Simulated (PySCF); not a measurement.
## Spin-rotation constants: SMILES CC(C)=C1CC1, C6H10

Molfile (atoms numbered from 1):
```
C6H10
     RDKit          3D

 16 16  0  0  0  0  0  0  0  0999 V2000
   -1.6407   -1.1293   -0.5930 C   0  0  0  0  0  0  0  0  0  0  0  0
   -0.8320   -0.0054   -0.0171 C   0  0  0  0  0  0  0  0  0  0  0  0
   -1.5876    1.1642    0.5397 C   0  0  0  0  0  0  0  0  0  0  0  0
    0.4971   -0.0446   -0.0007 C   0  0  0  0  0  0  0  0  0  0  0  0
    1.7570    0.6051    0.3528 C   0  0  0  0  0  0  0  0  0  0  0  0
    1.7247   -0.7688   -0.3214 C   0  0  0  0  0  0  0  0  0  0  0  0
   -2.2787   -0.7732   -1.4201 H   0  0  0  0  0  0  0  0  0  0  0  0
   -0.9995   -1.9361   -0.9737 H   0  0  0  0  0  0  0  0  0  0  0  0
   -2.3214   -1.5546    0.1644 H   0  0  0  0  0  0  0  0  0  0  0  0
   -2.2226    1.6289   -0.2341 H   0  0  0  0  0  0  0  0  0  0  0  0
   -2.2661    0.8462    1.3498 H   0  0  0  0  0  0  0  0  0  0  0  0
   -0.9100    1.9319    0.9376 H   0  0  0  0  0  0  0  0  0  0  0  0
    2.0578    0.6504    1.4061 H   0  0  0  0  0  0  0  0  0  0  0  0
    2.1031    1.4579   -0.2428 H   0  0  0  0  0  0  0  0  0  0  0  0
    2.0501   -0.8328   -1.3663 H   0  0  0  0  0  0  0  0  0  0  0  0
    2.0031   -1.6404    0.2825 H   0  0  0  0  0  0  0  0  0  0  0  0
  1  2  1  0
  2  3  1  0
  2  4  2  3
  4  5  1  0
  5  6  1  0
  6  4  1  0
  1  7  1  0
  1  8  1  0
  1  9  1  0
  3 10  1  0
  3 11  1  0
  3 12  1  0
  5 13  1  0
  5 14  1  0
  6 15  1  0
  6 16  1  0
M  END
```

Theory: PySCF, GIAO PBE0/pcSseg-1 magnetisability, rotational g tensor and spin-rotation constants, non-relativistic, gas phase. Geometry: PBE0-D3(BJ)/def2-SVP.

Q: Give the nuclear spin-rotation constants along the inertial axes (H = +C I·J) beside the isotropic shieldings.

A: Rotational constants 6.0842, 2.6218, 1.9236 GHz. A star marks the isotopologue with that one atom substituted, in its own axes.
| atom | isotope | Caa (kHz) | Cbb (kHz) | Ccc (kHz) | mean (kHz) | σ (ppm) |
| --- | --- | --- | --- | --- | --- | --- |
| H7 | 1H | -0.342 | -0.271 | -0.040 | -0.218 | 29.5 |
| H8 | 1H | -0.347 | -0.017 | -0.208 | -0.191 | 29.1 |
| H9 | 1H | -0.343 | -0.271 | -0.040 | -0.218 | 29.5 |
| H10 | 1H | -0.343 | -0.271 | -0.040 | -0.218 | 29.5 |
| H11 | 1H | -0.342 | -0.271 | -0.040 | -0.218 | 29.5 |
| H12 | 1H | -0.347 | -0.017 | -0.208 | -0.191 | 29.1 |
| H13 | 1H | -0.550 | -0.181 | -0.068 | -0.267 | 30.2 |
| H14 | 1H | -0.550 | -0.183 | -0.067 | -0.267 | 30.2 |
| H15 | 1H | -0.550 | -0.181 | -0.068 | -0.266 | 30.2 |
| H16 | 1H | -0.551 | -0.183 | -0.067 | -0.267 | 30.2 |
| C1 | 13C* | 0.983 | 0.355 | 0.316 | 0.551 | 160.0 |
| C2 | 13C* | 2.056 | 1.260 | 0.253 | 1.190 | 54.5 |
| C4 | 13C* | 2.413 | 1.085 | 0.221 | 1.239 | 60.4 |
| C5 | 13C* | 0.891 | 0.437 | 0.112 | 0.480 | 179.9 |

For the geometry as given, no vibrational averaging.

Q: How do the rotational constants and the g tensor change when H7, H8, H9, H10, H11, H12, H13, H14, H15, H16 are replaced by deuterium?

A: Constants 4.4825, 2.1179, 1.5540 GHz; g -0.0157, -0.0045, 0.0086, against -0.0213, -0.0056, 0.0107 before.
